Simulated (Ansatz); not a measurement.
Cl–Al–GaH, triplet in cc-pVDZ: errors against UCCSDT(Q)

Geometry: displaced at random from a stationary point.

```xyz
4

Cl   -0.0241   -0.2433    2.6657
Al   -0.0249    0.5487    0.7138
Ga    0.0230   -0.0920   -1.5872
H    -0.0797    0.2342   -3.0755
```

Basis cc-pVDZ; Ansatz 0.2.0. Only valence electrons are correlated (noble-gas cores and the filled d shells of p-block atoms frozen), which leaves 14 electrons in 44 orbitals. Prefix R: restricted or restricted open-shell reference; prefix U: unrestricted. No spin–orbit coupling is included, and no scalar relativity.

Full CI isn't at hand for all of this; UCCSDT(Q) serves as the reference, and is uncertain by the last step of the cluster series or more. The frozen core follows each run's orbitals, which can shift R against U totals by a few meV for light atoms and by up to 0.1 eV past Ca.

* UHF ⟨S²⟩: 2.047
* T1 diagnostic (RCCSD): 0.0294
* largest doubles amplitude (RCCSD): 0.069
* T1 diagnostic (UCCSD): 0.0224

| level | E − E(UCCSDT(Q)) (meV) | wall time |
| --- | --- | --- |
| UHF | 7249 | – |
| UMP2 | 1202 | – |
| UCCSD | 254 | – |
| UCCSD(T) | 57 | 10 s |
| UCCSDT | 17 | – |

Run but not shown, since their state, orbitals or frozen core can't be matched to the reference's or they repeat it: RHF, RMP2, RCCSD, RCCSD(T), BCCD(T), RCCSDT, RCCSDT(Q).

Times hold each run's SCF and search for its determinant on a shared host, so for small cases they say little of a method's own cost; they ran on 1 thread of Arm Neoverse V2.
